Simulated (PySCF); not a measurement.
Structure from 2D NMR

Compound of formula C$_{5}$H$_{10}$O. Correlations simulated from computed shifts and couplings:

HSQC (one-bond C–H):
```
  δH    δC  1J(C,H) (Hz)
3.88  71.2           147
2.73  55.1           183
1.24  17.4           133
0.54   7.5           168
0.38   7.5           165
```

COSY cross peaks (|J| ≥ 2 Hz):
```
  δH    δH  abs. J (Hz)  bonds
3.88  1.24          7.3      3
2.73  0.54          3.4      3
2.73  0.38          7.1      3
0.54  0.38          7.6      3
```

HMBC (two and three bonds, |J| ≥ 2.5 Hz):
```
  δH  δC [abs. J in Hz]
3.88         55.1 [8.4]
2.73         71.2 [3.3]
1.24         71.2 [3.7]
0.54         55.1 [3.9]
0.38          7.5 [2.6]
```

[PySCF: GFN2-xTB structure; J: B3LYP/pcJ-1 (without the spin–dipole term); GIAO PBE0/pcSseg-1 shieldings; fast rotation and ring inversion assumed for equivalent nuclei; relativity neglected; isolated molecule; one conformer]

Scale: TMS for 1H, 13C (reference shieldings calculated alike).

Exchangeable hydrogens are left out of these lists, and C,H couplings along chains are those of one rotamer, so weak HMBC peaks may be missing or extra.

Task: Assemble the structure.

Result: SMILES CCOC1CC1.

Mapped SMILES: `[CH3:1][CH2:2][O:3][CH:4]1[CH2:5][CH2:6]1`. Hydrogens are named by the atom that carries them. Ha(C5), Ha(C6) are cis to O3 on the ring; Hb(C5), Hb(C6) are trans to O3 on the ring.

1. δC 71.2 is C2, an sp3 CH2 bonded to O (δH 3.88).
2. δC 55.1 is C4, a three-membered-ring carbon (δH 2.73).
3. δC 17.4 is C1, a methyl carbon (δH 1.24).
4. δC 7.5 is C5/C6, a three-membered-ring carbon (δH 0.38, 0.54).
5. COSY links 3.88–1.24, 2.73–0.54, 2.73–0.38, 0.54–0.38.

The shifts were computed for this structure.

Unscaled 3J(H,H) at this level run about 10 % above measured values. Shifts are as computed. Against solution values, carbons near 30 ppm lie about +3 ppm off and those near 130 ppm about +5 ppm. Of 1211 compounds with measured shifts, 218 miss one by over three times the rms of a fit or turn the order of signals round; such compounds aren't used in these exercises.
